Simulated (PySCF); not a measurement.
# How methods differ on the electron affinity of P

P⁻ [Ne] 3s2 3p4 (3P) → P [Ne] 3s2 3p3 (4S), as a difference of total energies. Calculation: PySCF 2.14, in aug-cc-pwCVTZ; the non-relativistic Hamiltonian (point nucleus). Correlated levels: valence: [Ne] frozen; valence and next inner shell: 1s2 frozen; nothing frozen. The calculations carry no spin-orbit coupling.

```json
{"method": "UHF", "electron affinity (eV)": "-0.322"}
{"method": "LDA", "electron affinity (eV)": "1.034"}
{"method": "PBE", "electron affinity (eV)": "0.878"}
{"method": "PBE0", "electron affinity (eV)": "0.782"}
{"method": "r2SCAN", "electron affinity (eV)": "0.777"}
{"method": "B97-3", "electron affinity (eV)": "0.883"}
{"method": "TPSSh", "electron affinity (eV)": "0.808"}
{"method": "PBEsol", "electron affinity (eV)": "0.845"}
{"method": "PW91", "electron affinity (eV)": "0.922"}
{"method": "MP2 (valence)", "electron affinity (eV)": "0.469"}
{"method": "SCS-MP2 (valence)", "electron affinity (eV)": "0.540"}
{"method": "MP2 (valence and next inner shell)", "electron affinity (eV)": "0.459"}
{"method": "SCS-MP2 (valence and next inner shell)", "electron affinity (eV)": "0.530"}
{"method": "MP2 (all electrons)", "electron affinity (eV)": "0.459"}
{"method": "SCS-MP2 (all electrons)", "electron affinity (eV)": "0.531"}
```

A first-order spin-orbit estimate (lowest level to lowest level, LS coupling) adds 0.012 eV.

Errors of the correlated levels include the incompleteness of this basis and the frozen core.

A negative affinity means that the anion lies above the atom at that level of theory.

In the anion the highest occupied orbital energy is positive at LDA, PBE, PBE0, r2SCAN, B97-3, TPSSh, PBEsol, PW91, a self-interaction effect; the basis confines that electron, and the energy difference can still be sensible.

For comparison: 0.747 eV (measured; photodetachment measurements, as compiled on the Wikipedia data page of electron affinities).
